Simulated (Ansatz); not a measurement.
**CH4Al− (SMILES [CH2-][AlH2]): one structure at several levels**

The task here is to estimate one member of a computed series from the others.

Program: Ansatz 0.2.0, Gaussian basis. Level of theory: single points in def2-TZVPPD. These are calculated values, not measurements.

Cores are frozen in the correlated methods.

**Starting geometry**

SMILES `[CH2-][AlH2]`, 6 atoms, charge -1, spin multiplicity 1.

Atoms are counted from 1 here; the program's logs count them from 0.

Bond lengths: C1–Al2 1.880 Å, C1–H3 1.248 Å, C1–H4 1.213 Å, Al2–H5 1.858 Å, Al2–H6 1.599 Å. Angles: Al2–C1–H3 109.4°, Al2–C1–H4 109.8°, H3–C1–H4 117.6°, C1–Al2–H5 127.4°, C1–Al2–H6 127.4°, H5–Al2–H6 104.9°.

Coordinates:

```xyz
6

C    -0.0558   -1.1793    0.3947
Al    0.1772    0.6645    0.1098
H    -1.0294   -1.5828   -0.2729
H     1.0024   -1.7538    0.2486
H     0.5713    1.5170   -1.4929
H    -0.0941    1.8490    1.1493
```

Set-up of the first run:

The input, run/in.yaml:

```yaml
crystal:
  periodic: [false, false, false]
  atoms:
    - {symbol: C, position_ang: [-0.055800, -1.179300, 0.394700]}
    - {symbol: Al, position_ang: [0.177200, 0.664500, 0.109800]}
    - {symbol: H, position_ang: [-1.029400, -1.582800, -0.272900]}
    - {symbol: H, position_ang: [1.002400, -1.753800, 0.248600]}
    - {symbol: H, position_ang: [0.571300, 1.517000, -1.492900]}
    - {symbol: H, position_ang: [-0.094100, 1.849000, 1.149300]}
basis:
  gaussian: {orbitals: "def2-TZVPPD.json"}
total_charge: -1
correlation: {method: ccsd_t}
output: {forces: true}
```

The basis file named in the input lies beside it (Basis Set Exchange, JSON).

No record of the launch command was kept for these runs.

Steps of the session up to this table: CCSD(T)/def2-TZVPPD; PBE0-D4/def2-TZVPPD; wB97M-V/def2-TZVPPD; r2SCAN-D4/def2-TZVPPD; PBE-D4/def2-TZVPPD; revPBE-D4/def2-TZVPPD; SPW92/def2-TZVPPD.

One table of the session follows, with a row left open; its other results are not shown here.

| method | RMS force component (eV/Å) | angle to CCSD(T) forces (°) |
| --- | --- | --- |
| CCSD(T) | 1.148 | reference |
| PBE0-D4 | 1.151 | 5.5 |
| wB97M-V | 1.166 | 5.2 |
| r2SCAN-D4 | 1.127 | 4.9 |
| PBE-D4 | ? | ? |
| revPBE-D4 | 1.030 | 8.2 |
| SPW92 | 1.062 | 8.3 |

**Question.** Estimate the row for PBE-D4.

As computed: RMS force component (eV/Å): 1.061; angle to CCSD(T) forces (°): 5.6. In the column «RMS force component (eV/Å)» it lies between revPBE-D4 (1.030) and SPW92 (1.062).

To keep in mind: The anion's highest level is positive in at least one run, so there the basis alone may hold the extra electron.
